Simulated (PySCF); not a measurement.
Compound: C4H7FO.
Numbering: `[CH3:1][O:2]/[CH:3]=[C:4](\[CH3:5])[F:6]` (hydrogens: H7, H8, H9 on C1; H10 on C3; H11, H12, H13 on C5)

Computed with PySCF at CAM-B3LYP/def2-SVPD, non-relativistic, on one gas-phase PBE0-D3(BJ)/def2-SVP geometry that isn't relaxed in the solvent. The solvent is an IEF-PCM continuum (van der Waals radii × 1.2), and excitations are vertical TDDFT with non-equilibrium linear response and a frozen core. Specific hydrogen bonds and non-electrostatic terms are outside this model.

Gas-phase singlets (H = HOMO, L = LUMO):

```tsv
state	E (eV)	λ (nm)	f	leading configurations
S1	6.140	202	0.013	H→L 84%
S2	6.598	188	0.388	H→L+1 81%, H→L+2 12%
S3	6.776	183	0.007	H→L+2 51%, H→L+4 33%
S4	7.167	173	0.019	H→L+4 38%, H→L+3 28%, H→L+2 19%
S5	7.292	170	0.014	H→L+3 62%, H→L+2 12%, H→L+4 11%
```

Problem. Give the list for cyclohexane (ε = 2.017), n² = 2.04.

Solution. 
| state | E (eV) | λ (nm) | f | leading configurations | change by rank (eV) |
| --- | --- | --- | --- | --- | --- |
| S1 | 6.160 | 201 | 0.018 | H→L 87% | +0.020 |
| S2 | 6.482 | 191 | 0.466 | H→L+1 86%, H→L+2 8% | -0.116 |
| S3 | 6.788 | 183 | 0.009 | H→L+2 48%, H→L+4 33% | +0.012 |
| S4 | 7.189 | 172 | 0.024 | H→L+3 70%, H→L+2 17% | +0.022 |
| S5 | 7.380 | 168 | 0.012 | H→L+4 47%, H→L+2 20%, H→L+3 15% | +0.088 |

Problem. What are the lowest 5 singlets in chloroform (ε = 4.711)?

Solution. 
```json
{"state": "S1", "E (eV)": "6.182", "λ (nm)": "201", "f": "0.016", "leading configurations": "H→L 89%", "change by rank (eV)": "+0.042"}
{"state": "S2", "E (eV)": "6.495", "λ (nm)": "191", "f": "0.465", "leading configurations": "H→L+1 89%", "change by rank (eV)": "-0.103"}
{"state": "S3", "E (eV)": "6.801", "λ (nm)": "182", "f": "0.012", "leading configurations": "H→L+2 48%, H→L+4 26%, H→L+3 14%", "change by rank (eV)": "+0.025"}
{"state": "S4", "E (eV)": "7.221", "λ (nm)": "172", "f": "0.024", "leading configurations": "H→L+3 74%, H→L+2 16%", "change by rank (eV)": "+0.054"}
{"state": "S5", "E (eV)": "7.466", "λ (nm)": "166", "f": "0.013", "leading configurations": "H→L+4 54%, H→L+2 25%", "change by rank (eV)": "+0.174"}
```

Problem. The ground-state energy changes by -0.115 eV from gas to chloroform. By how much does the total energy of gas-phase S1 change?

Solution. E(S1) = E(S0) + excitation energy, so it changes by -0.115 + 0.042 = -0.073 eV: it is lowered less than the ground state, which is what a blue shift means. This is the vertical state, with the slow part of the continuum still set for S0.

Problem. How do the frontier levels move from gas to chloroform?

Solution. 
| orbital | gas (eV) | solvent (eV) | change (eV) |
| --- | --- | --- | --- |
| LUMO+2 | 1.87 | 2.01 | +0.14 |
| LUMO+1 | 1.70 | 1.75 | +0.05 |
| LUMO | 1.27 | 1.40 | +0.13 |
| HOMO | -7.72 | -7.73 | -0.01 |
| HOMO-1 | -10.55 | -10.46 | +0.09 |
| HOMO-2 | -11.58 | -11.45 | +0.13 |
| HOMO-3 | -11.99 | -11.99 | 0.00 |

The HOMO–LUMO gap goes from 9.00 to 9.13 eV. Rows go by rank; for LUMO+1 and LUMO+2 the atom shares or the degeneracy differ between the runs, so the row needn't follow one orbital.

Time: 23 s wall; peak memory 0.91 GiB. Hardware: one thread of an Intel Xeon Platinum 8488C, no GPU, shared host with 96 logical CPUs at a one-minute load of 48. This is the whole response run at CAM-B3LYP/def2-SVPD in chloroform, SCF included.

The values belong to the conformer `[CH3:1][O:2]/[CH:3]=[C:4](\[CH3:5])[F:6]`: C1–O2–C3–C4 146°.
